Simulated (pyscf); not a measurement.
## Routes from HO–SiH₂–AsH₂ + H₂

Candidate steps break at most two bonds and form at most two. Each was searched with GFN2-xTB (tblite) first. PySCF, gas phase, ωB97X-D3(BJ)/def2-SVP geometries. Energies: ωB97M-D3(BJ)/def2-TZVP, kJ/mol, from the separated reactants, singlet surface; ΔG‡ with ideal gas, 1 atm, RRHO with modes under 100 cm⁻¹ raised to 100, one conformer, R ln 2 for chiral ones without a mode under 150 cm⁻¹.

```
products                         type    ΔE‡     ΔE  ΔG‡ 298 K  ΔG‡ 900 K  ν‡ (cm⁻¹)
---------------  --------------------  -----  -----  ---------  ---------  ---------
H₃Si–AsH₂ + H₂O  four-centre exchange  213.0  +64.5      254.2      335.6      1308i
AsH₃ + HO–SiH₃   four-centre exchange  255.6   +3.3      293.4      374.8      1582i
```

Row 2: On the product side the descent ends in a complex (not fully relaxed), 16.9 kJ/mol under the separated species and 257.7 kJ/mol under the saddle at ωB97X-D3(BJ)/def2-TZVP. 

Plain bond fissions and candidates not yet searched are not listed, and one of them may be faster. Each barrier is that of the saddle found; lower ones may exist. Elements up to Kr have no core potential and no relativistic terms here.
